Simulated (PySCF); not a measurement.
C4H5O2 (doublet state).
Bonds: O1–C2 (double), C2–C3, C3–C4, C4–O5, O5–C6, C2–C6. Hydrogens: H7, H8 on C3; H9 on C4; H10, H11 on C6.

Identity: `O=C1C[CH]OC1` [radical].

Computed, not measured: PySCF 2.14.0, UKS B3LYP, IGLO-III on C O, pcH-1 on H, non-relativistic, mean-field spin-orbit, GIAO. Isolated species at its PBE0-D3(BJ)/def2-SVP geometry (one conformer only). Stability of the SCF solution: not tested.

Principal values of hyperfine tensors in MHz (contact and dipolar terms together), for some of the nuclei:

```csv
atom,isotope,A1,A2,A3
C4,13C,73.85,74.73,292.12
H8,1H,113.63,115.65,124.84
H7,1H,73.33,73.72,87.83
H9,1H,-71.96,-40.15,-2.86
O5,17O,-91.22,8.95,11.30
C3,13C,-20.92,-19.31,-14.11
H10,1H,0.95,1.28,9.52
C6,13C,-5.15,-4.54,-1.00
```

**Question.** Give the isotropic coupling of each nucleus in MHz and in mT (g = 2.0033), and the anisotropic part.

**Answer.** a_iso is a third of the trace, T = A − a_iso, and a(mT) = a(MHz)/(g × 13.996).

| atom | a_iso (MHz) | a_iso (mT) | T1 | T2 | T3 |
| --- | --- | --- | --- | --- | --- |
| C4 | 146.90 | 5.239 | -73.05 | -72.17 | 145.22 |
| H8 | 118.04 | 4.210 | -4.41 | -2.39 | 6.80 |
| H7 | 78.29 | 2.792 | -4.97 | -4.57 | 9.54 |
| H9 | -38.32 | -1.367 | -33.64 | -1.82 | 35.46 |
| O5 | -23.66 | -0.844 | -67.56 | 32.61 | 34.96 |
| C3 | -18.11 | -0.646 | -2.80 | -1.20 | 4.00 |
| H10 | 3.92 | 0.140 | -2.97 | -2.64 | 5.60 |
| C6 | -3.56 | -0.127 | -1.59 | -0.97 | 2.56 |

**Question.** What spin density at the nucleus of O5 lies behind its contact coupling (g_N = -0.75752)?

**Answer.** a_FC = 800.24 MHz bohr³ × g_N × ρ(0)/(2S). With a_FC = -23.66 MHz and 2S = 1, ρ(0) = 0.03903 bohr⁻³. The nuclear moment is negative, so coupling and spin density have opposite signs.

**Question.** H11 (1H, g_N = 5.58569) isn't in the table. Its spin density at the nucleus is 0.002123 bohr⁻³. What is its contact coupling?

**Answer.** By the same relation, a_FC = 9.49 MHz. Its full tensor has the principal values 5.75, 7.02, 15.70 MHz.

**Question.** Name the largest traceless tensor T of the table and describe it.

**Answer.** C4: -73.1, -72.2, 145.2 MHz, axial, in the ratio −1:−1:+2, the form that spin in one p orbital centred on that nucleus gives.

**Question.** In a single crystal, with the field along each principal axis of the tensor of H8 in turn, what first-order splitting does this nucleus give (isotropic g, quadrupole terms neglected)?

**Answer.** 2 lines (I = 1/2), spaced by |A_i|/(g × 13.996): 4.05, 4.12, 4.45 mT along the axes of A1, A2 and A3.
